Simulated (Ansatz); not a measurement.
Cost and result for the atomization energy of C2H5NO2 (`NC=C(O)O`) (10 atoms, 9 bonds).

```xyz
10

N     0.204   -1.042    1.018
C     0.249   -0.454   -0.280
C    -0.242    0.792   -0.381
O    -0.742    1.446    0.661
O    -0.305    1.540   -1.488
H    -0.364   -1.879    1.054
H     1.120   -1.268    1.382
H     0.654   -0.975   -1.143
H    -0.641    0.808    1.393
H     0.065    1.033   -2.217
```

The species carries charge 0 and has multiplicity 1. All single points use the PBE0-D4/def2-TZVP geometry. It is one conformer, not always the lowest. Program: Ansatz. All runs use 4 threads of an Arm Neoverse V1 on a shared host. Times are those of one run each, without the atoms' runs, and a repeat can differ threefold. Electronic energies, without spin–orbit coupling; frozen cores. CCSD(T)/CBS adds CCSD(T) − MP2 in def2-TZVPP to the MP2 limit, and its time is that of the two runs behind it. T1 = 0.012. HSE06 is the plane-wave form, built on full-range PBE exchange.

CCSD(T)/CBS is a level of theory with its own doubt, some kJ/mol a heavy atom from the limit and from the frozen cores, so smaller differences don't rank the functionals.

```csv
level,functions,wall time
LDA (SPW92)/def2-TZVPP,225,1 s
BLYP-D4/def2-TZVPP,225,1.6 s
PBE0-D4/def2-TZVPP,225,1.9 s
BHLYP-D4/def2-TZVPP,225,2 s
HSE06-D4/def2-TZVPP,225,2.1 s
B2PLYP/def2-TZVPP,225,3.8 s
CCSD(T)/def2-SVP,95,3.8 s
ωB97X-V/def2-TZVPP,225,5.5 s
B97M-V/def2-TZVPP,225,6 s
ωB97M-V/def2-TZVPP (with forces),225,7.5 s
MP2/def2-QZVPP,435,16 s
CCSD(T)/def2-TZVPP,225,100 s
CCSD(T)/CBS(def2),–,120 s
```

(1) What atomization energy does each give, and how far from CCSD(T)/CBS? (Estimate.)

Results:

(1) Ansatz gave: 
```tsv
level	atomization (kcal/mol)	difference from CCSD(T)/CBS	per bond
LDA (SPW92)/def2-TZVPP	1124.9	179.8	20.0
BLYP-D4/def2-TZVPP	954.4	9.3	1.0
PBE0-D4/def2-TZVPP	951.6	6.5	0.7
BHLYP-D4/def2-TZVPP	901.2	-43.9	-4.9
HSE06-D4/def2-TZVPP	952.7	7.6	0.8
B2PLYP/def2-TZVPP	936.0	-9.1	-1.0
CCSD(T)/def2-SVP	887.9	-57.2	-6.4
ωB97X-V/def2-TZVPP	947.5	2.4	0.3
B97M-V/def2-TZVPP	944.2	-0.9	-0.1
ωB97M-V/def2-TZVPP (with forces)	950.6	5.5	0.6
MP2/def2-QZVPP	958.4	13.3	1.5
CCSD(T)/def2-TZVPP	915.3	-29.8	-3.3
CCSD(T)/CBS(def2)	945.1	0.0	0.0
```

From BLYP to BHLYP (50 % exact exchange), in def2-TZVPP and without D4, the atomization energy moves by −48.7 kcal/mol: exact exchange takes away binding that semilocal exchange gives to molecules. At CCSD(T), def2-SVP lies −57.2 kcal/mol from the extrapolated value and def2-TZVPP −29.8 kcal/mol: correlation converges slowly with the basis, and small sets miss more of it in the bonded molecule than in its fragments. In def2-TZVPP, CCSD(T) changes the Hartree–Fock value by +288.3 kcal/mol (the triples alone add +19.0 kcal/mol) and MP2 by +313.8 kcal/mol; breaking electron pairs costs correlation energy, which Hartree–Fock lacks.
